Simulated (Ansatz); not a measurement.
Relaxation of C3H5N (9 atoms, charge 0, multiplicity 1), to a largest force component of 0.015 eV/Å in at most 40 steps.

All numbers below come from RKS CAM-B3LYP/def2-mTZVP (Ansatz 0.2.0).

```xyz
9
Properties=species:S:1:pos:R:3
N -0.191 1.215 -0.577
C 0.518 0.097 -0.168
C 1.563 -0.387 -1.028
C 0.427 -1.107 -0.890
H -0.414 1.220 -1.609
H -1.157 1.307 -0.147
H 0.626 -0.051 0.928
H 2.527 -0.306 -1.333
H -0.167 -1.952 -1.277
```

**Question.** Where does it end, and by what steps?

**Answer.** The run converged. After 6 steps the energy has fallen by 0.683 eV; H9 moved furthest, 0.13 Å.

```csv
step,energy less start (eV),largest force component (eV/Å),accepted
0,0.0000,4.081,yes
1,-0.5878,1.362,yes
2,-0.6767,0.295,yes
3,-0.6815,0.108,yes
4,-0.6826,0.042,yes
5,-0.6824,0.135,no
6,-0.6829,0.009,yes
```

```xyz
9
Properties=species:S:1:pos:R:3
N -0.234 1.286 -0.556
C 0.467 0.087 -0.153
C 1.544 -0.471 -1.000
C 0.465 -1.181 -0.947
H -0.374 1.297 -1.561
H -1.149 1.334 -0.118
H 0.562 0.048 0.930
H 2.528 -0.318 -1.409
H -0.079 -2.046 -1.286
```

Run time: 12 s on 2 threads of Arm Neoverse V2, on a shared host, peak memory 0.18 GiB.
